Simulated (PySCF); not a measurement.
## Ionisation of 1,3-pentadiyne

System: `C#CC#CC` (C5H4). Non-hydrogen atoms are numbered in `[CH:1]#[C:2][C:3]#[C:4][CH3:5]`.

Computed at ωB97X-D3(BJ)/ma-def2-TZVP // PBE0-D3(BJ)/def2-SVP with PySCF (density fitting, grid level 2). The prefix ma- adds one diffuse s and one diffuse p function on all atoms but H. Zero-point and thermal terms (298.15 K, 1 bar) come from unscaled PBE0-D3(BJ)/def2-SVP harmonic frequencies, with soft modes damped to free rotors in the entropy.

Frontier levels of the parent: HOMO -9.41 eV, LUMO 1.00 eV.

Oxidation to the radical cation:
| Property | Result |
| --- | --- |
| Vertical ionisation energy (electronic) | 9.37 eV |
| Adiabatic ionisation energy (with zero-point energy) | 9.23 eV |
| Adiabatic, electronic part | 9.32 eV |
| Vertical gap at the product's structure | 9.08 eV |
| Inner reorganisation energy (four-point) | 288 meV |
| Relaxation of product / of parent | 48 / 240 meV |
| ⟨S²⟩ of the product | 0.784 |
| Largest spin populations | C1 0.47, C4 0.35, C3 0.15 |
| Largest changes of atomic charge | C1 0.28, C4 0.26, C3 0.13, C2 0.10 |
| Distances that move most (Å) | C2–C3 1.372 → 1.331; C4–C5 1.449 → 1.419; C3–C4 1.218 → 1.247; C1–C2 1.217 → 1.239 |
| Potential in acetonitrile | 7.02 V absolute, 2.48 V against Fc+/Fc computed at 4.54 V (solvation -18 → -225 kJ/mol) |

Solvents are IEF-PCM continua (electrostatics only, gas-phase structures); absolute potentials refer to an electron at rest in vacuum. Fc+/Fc in acetonitrile, 4.54 V, is ωB97X-D3(BJ)/ma-def2-TZVP on PBE0-D3(BJ)/def2-SVP structures with GFN2-xTB thermal terms. Benchmark calculations put it near 5.0 V in acetonitrile and DMSO, so it is about 0.5 V low, and the value against it can read up to that much too high.

Measured values (NIST Chemistry WebBook, evaluated or the median of agreeing entries): adiabatic ionisation energy 9.50 eV (computed 9.23, difference -0.28).

Note: the split of the reorganisation energy is sensitive to the structures, which come from another level (PBE0-D3(BJ)/def2-SVP).

Differences come from unrounded values, so a last digit can differ from that of the printed terms.
